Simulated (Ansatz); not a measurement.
Z-matrix (Å, degrees):
```
F
```
Charge 0, spin multiplicity 2.

The numbers are results of Ansatz (a first-principles code) with frozen-core CCSD(T)/def2-TZVPP, not measurements.

The HF energy is -99.41180 Ha and the MP2 correlation energy is -0.19779 Ha.

### Question
Estimate the CCSD correlation energy, the (T) correction, the total energy and the T1 diagnostic.

### Answer

* **CCSD correlation energy**: -0.20982 Ha
* **(T) correction**: -0.00343 Ha
* **CCSD(T) total energy**: -99.62506 Ha
* **T1 diagnostic**: 0.006
